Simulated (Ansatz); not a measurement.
## Worked example: correlation energy of H$_{2}$Si–PH, triplet

Geometry: displaced at random from a stationary point.

```yaml
atoms:
  - { symbol: Si, position_ang: [-0.1130, 0.0077, 1.1445] }
  - { symbol: P, position_ang: [0.1119, -0.0084, -1.1005] }
  - { symbol: H, position_ang: [0.5979, -1.1555, 1.6692] }
  - { symbol: H, position_ang: [0.4951, 1.1945, 1.6990] }
  - { symbol: H, position_ang: [-1.3825, 0.0043, -1.4393] }
```

Basis cc-pVDZ; Ansatz 0.2.0. Only valence electrons are correlated (noble-gas cores frozen), which leaves 12 electrons in 41 orbitals. Prefix R: restricted or restricted open-shell reference; prefix U: unrestricted.

Full CI isn't at hand for all of this; UCCSDT(Q) serves as the reference, and is uncertain by the last step of the cluster series or more.

UCCSD has a T1 diagnostic of 0.018 and a largest doubles amplitude of 0.04.

Runs differ by some tens of microhartree through their thresholds and, for an open shell, their frozen cores, so steps under 0.03 kcal/mol mean nothing.

| level | total energy (hartree) |
| --- | --- |
| UHF | -631.353711 |
| UMP2 | -631.538504 |
| UCCSD | -631.580687 |
| UCCSD(T) | -631.587172 |
| UCCSDT | -631.588497 |
| UCCSDT(Q) | -631.588854 |

Question: What is the correlation energy at UCCSDT(Q), and what share of it do UMP2 and UCCSDT recover?

Answer: E(corr) = -631.588854 − (-631.353711) = -0.235143 hartree = -6.399 eV. UMP2: -0.184793 / -0.235143 = 78.59 %. UCCSDT: -0.234786 / -0.235143 = 99.85 %.

Question: By how many kcal/mol does UCCSD(T) miss UCCSDT(Q) (1 hartree = 627.509 kcal/mol), and which steps make up the rest?

Answer: -631.587172 − (-631.588854) = 0.001682 hartree = 1.06 kcal/mol. Steps: UCCSDT − UCCSD(T) = -0.83, UCCSDT(Q) − UCCSDT = -0.22 kcal/mol. Differences between like states or geometries often cancel part of this.
